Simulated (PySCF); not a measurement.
C3H5N3.
Bonds: C1–N2, N2–C3 (aromatic), C3–N4 (aromatic), N4–C5 (aromatic), C5–N6 (aromatic), N2–N6 (aromatic). Hydrogens: H7, H8, H9 on C1; H10 on C3; H11 on C5.

All values: PBE0/def2-SVPD (PySCF, non-relativistic), on one gas-phase PBE0-D3(BJ)/def2-SVP geometry that isn't relaxed in the solvent. The solvent is an IEF-PCM continuum (Bondi radii, 1.10 Å for H, scaled by 1.2), and excitations are vertical TDDFT with non-equilibrium linear response and a frozen core. The model holds no explicit solvent molecules, cavitation or dispersion.

Gas-phase singlets (H = HOMO, L = LUMO):

| state | E (eV) | λ (nm) | f | leading configurations |
| --- | --- | --- | --- | --- |
| S1 | 6.310 | 196 | 0.004 | H-1→L 99% |
| S2 | 6.982 | 178 | 0.122 | H→L 76%, H-2→L 9% |
| S3 | 7.163 | 173 | 0.001 | H→L+1 98% |
| S4 | 7.364 | 168 | 0.001 | H-1→L+2 92% |
| S5 | 7.394 | 168 | 0.035 | H-2→L 61%, H→L+2 20%, H→L 14% |

What are the lowest 5 singlets in chloroform (ε = 4.711)?

| state | E (eV) | λ (nm) | f | leading configurations | change by rank (eV) |
| --- | --- | --- | --- | --- | --- |
| S1 | 6.551 | 189 | 0.005 | H-1→L 99% | +0.241 |
| S2 | 6.957 | 178 | 0.181 | H→L 83% | -0.025 |
| S3 | 7.397 | 168 | 0.030 | H-2→L 60%, H→L+2 28%, H→L 9% | +0.234 |
| S4 | 7.457 | 166 | 0.005 | H→L+1 96% | +0.093 |
| S5 | 7.514 | 165 | 0.003 | H-1→L+2 91% | +0.120 |

How does the list change in acetone (ε = 20.49)?

| state | E (eV) | λ (nm) | f | leading configurations | change by rank (eV) |
| --- | --- | --- | --- | --- | --- |
| S1 | 6.637 | 187 | 0.005 | H-1→L 99% | +0.327 |
| S2 | 6.978 | 178 | 0.176 | H→L 82% | -0.004 |
| S3 | 7.410 | 167 | 0.024 | H-2→L 57%, H→L+2 31%, H→L 9% | +0.247 |
| S4 | 7.531 | 165 | 0.006 | H→L+1 96% | +0.167 |
| S5 | 7.575 | 164 | 0.003 | H-1→L+2 91% | +0.181 |

The ground-state energy changes by -0.341 eV from gas to acetone. By how much does the total energy of gas-phase S1 change?

E(S1) = E(S0) + excitation energy, so it changes by -0.341 + 0.327 = -0.014 eV: it is lowered less than the ground state, which is what a blue shift means. This is the vertical state, with the slow part of the continuum still set for S0.

How do the frontier levels move from gas to acetone?

```
orbital  gas (eV)  solvent (eV)  change (eV)                   Löwdin shares, gas              Löwdin shares, solvent
 LUMO+2      1.22          1.09        -0.13   N4 28 %, C5 26 %, N6 14 %, C3 10 %  N4 30 %, C5 26 %, N6 13 %, C3 12 %
 LUMO+1      0.56          0.97        +0.41  C1 36 %, H8 16 %, C3 14 %, H10 10 %   C1 29 %, C3 19 %, C5 12 %, H8 8 %
   LUMO      0.03          0.01        -0.02   C3 24 %, N2 20 %, N6 20 %, N4 11 %  C3 24 %, N6 22 %, N2 21 %, C5 11 %
   HOMO     -7.71         -7.77        -0.06   N6 24 %, C5 24 %, N2 20 %, C3 18 %  C5 23 %, N2 23 %, N6 21 %, C3 17 %
 HOMO-1     -8.07         -8.43        -0.36     N4 53 %, N6 25 %, C5 8 %, C3 7 %    N4 52 %, N6 27 %, C5 8 %, C3 7 %
 HOMO-2     -8.46         -8.60        -0.14   N4 37 %, N2 18 %, N6 15 %, C3 11 %  N4 36 %, N6 19 %, N2 16 %, C3 12 %
 HOMO-3     -9.38         -9.63        -0.25   N6 45 %, N4 18 %, N2 12 %, C5 11 %  N6 43 %, N4 18 %, N2 12 %, C5 11 %
```

The HOMO–LUMO gap goes from 7.75 to 7.78 eV. Rows go by rank; for LUMO+1 the atom shares or the degeneracy differ between the runs, so the row needn't follow one orbital.
